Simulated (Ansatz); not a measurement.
Compare A (`CC1CC1`) with its isomer B (`C=C(C)C`).

Isolated molecules relaxed with PBE0-D4/def2-TZVP in Ansatz; ΔE leaves out vibrations. CBS: MP2 limit from def2 TZ/QZ plus the TZ coupled-cluster correction, frozen cores. This one scheme is used for every species. Functionals use def2-TZVPP. B3LYP here is the variant with VWN-RPA as its local correlation; programs differ in this.

A:

Z-matrix (Å, degrees):
```
C
C 1 1.501
H 1 1.094 2 111.4
H 1 1.094 2 111.4 3 120.6
H 1 1.094 2 110.7 3 -119.7
C 2 1.497 1 120.0 3 155.1
C 2 1.497 1 120.1 3 84.3
H 2 1.086 1 114.8 3 -60.3
H 6 1.084 2 117.4 1 -1.8
H 6 1.083 2 118.7 1 142.6
H 7 1.083 2 118.7 1 -142.6
H 7 1.084 2 117.4 1 1.8
```

B:

```xyz
12

C     0.6832    0.5061    1.2895
C     0.0952    0.0708    0.1799
C     0.5721    0.4656   -1.1817
C    -1.0861   -0.8462    0.2118
H     0.3273    0.2123    2.2709
H     1.5396    1.1704    1.2524
H     0.8490   -0.4173   -1.7677
H     1.4352    1.1305   -1.1325
H    -0.2228    0.9720   -1.7397
H    -0.8660   -1.7812   -0.3143
H    -1.3846   -1.0878    1.2325
H    -1.9421   -0.3950   -0.3011
```

Question: Which is lower in electronic energy at CCSD(T)/CBS, and by how much? (Estimate.)

Answer: Ansatz gave: B, by 9.4 kcal/mol.

Question: Give E(B) − E(A) in kcal/mol with PBE0-D4, PBE-D4, BLYP-D4, CCSD/def2-TZVPP, B2PLYP, r2SCAN-D4, B3LYP. (An estimate is asked.)

Answer: Ansatz gave: PBE0-D4 -5.8, PBE-D4 -7.4, BLYP-D4 -12.8, CCSD/def2-TZVPP -8.7, B2PLYP -9.8, r2SCAN-D4 -7.8, B3LYP -10.7. None reverses the order clearly.

Question: Does the order hold for the free energy at 298.15 K (harmonic terms from PBE0-D4)? (An estimate is asked.)

Answer: The calculation gave: Yes: G(B) − G(A) = -10.6 kcal/mol.

Largest T1 diagnostic: 0.010.

In def2-TZVPP, CCSD(T) changes the Hartree–Fock value by +2.0 kcal/mol (the triples alone add −0.4 kcal/mol) and MP2 by +4.3 kcal/mol. From r2SCAN to r2SCAN0 (25 % exact exchange), in def2-TZVPP and without D4, E(B) − E(A) moves by +1.5 kcal/mol.
